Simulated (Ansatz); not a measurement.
System: 2H MoTe2. Method: r²SCAN+rVV10 in Ansatz (PAW).

Numerical settings: plane-wave cutoff 500 eV, 12×12×4 k mesh (along the axes of the cell as run), gaussian smearing 0.02 eV, scalar-relativistic PAW data made under PBE.

Computed at the level's own relaxed cell.

### Question
Give the computed equilibrium volume per atom, lattice constant a and lattice parameter c.

### Answer

- equilibrium volume per atom: 25.67 Å³/atom
- lattice constant a: 3.542 Å
- lattice parameter c: 14.176 Å

Measured, for comparison: lattice constant a 3.518 Å, lattice parameter c 13.974 Å (300 K, no zero-point or thermal correction; as tabulated in arXiv:1605.07067). Computed (rounded) less measured: lattice constant a +0.7 %, lattice parameter c +1.4 %.

Spin–orbit coupling is not included.

Static lattice: no zero-point or thermal effects.

It cost roughly 4 core-minutes of CPU time.

Ansatz is a quantum-chemistry and plane-wave program.
